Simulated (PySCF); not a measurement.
Gas-phase XPS of `C#CC(C)=S`, computed

C4H4S.
SMILES with atom numbers: `[CH:1]#[C:2][C:3]([CH3:4])=[S:5]`

Method used: PySCF 2.14.0, delta-SCF UKS SCAN, pcX-2 on the ionised atom, pcseg-1 elsewhere, spin-free X2C. Binding energies are ΔSCF values: E(core-ionised, relaxed orbitals) − E(ground state) at a fixed geometry, referred to the vacuum level.

Question: List the computed XPS lines with their assignment.

Answer: 
```json
{"atom(s)": "C1", "environment": "terminal alkyne carbon", "level": "C 1s", "binding energy (eV)": "290.77", "above the level's lowest (eV)": "0.00", "count": "1"}
{"atom(s)": "C2", "environment": "alkyne carbon", "level": "C 1s", "binding energy (eV)": "291.22", "above the level's lowest (eV)": "+0.45", "count": "1"}
{"atom(s)": "C4", "environment": "methyl carbon", "level": "C 1s", "binding energy (eV)": "291.28", "above the level's lowest (eV)": "+0.51", "count": "1"}
{"atom(s)": "S5", "environment": "thiocarbonyl sulfur", "level": "S 1s", "binding energy (eV)": "2476.32", "above the level's lowest (eV)": "0.00", "count": "1"}
```

The listed C 1s values span 0.51 eV, from C1 (bonded to C (triple bond) and H) to C4 (bonded to C and 3 H). The widest gap between neighbouring values is 0.45 eV, between 290.77 and 291.22 eV.

Question: Express the binding energy of C 1s of C4 in atomic units and per mole.

Answer: 291.28 eV = 10.7043 Eh = 28104 kJ/mol.

The list is incomplete; no value stands for C 1s of C3 (hole states with ⟨S²⟩ of 1 or more are left out). The unrestricted hole states depart most from a pure doublet (⟨S²⟩ = 0.75; over 0.85 named) for C 1s of C1 (0.93) and C 1s of C2 (0.94), which makes these values less certain. Isolated species at its PBE0-D3(BJ)/def2-SVP geometry, gas phase.

Hardware: an Arm Neoverse V2 with one thread, shared host. Cost: 37 s.
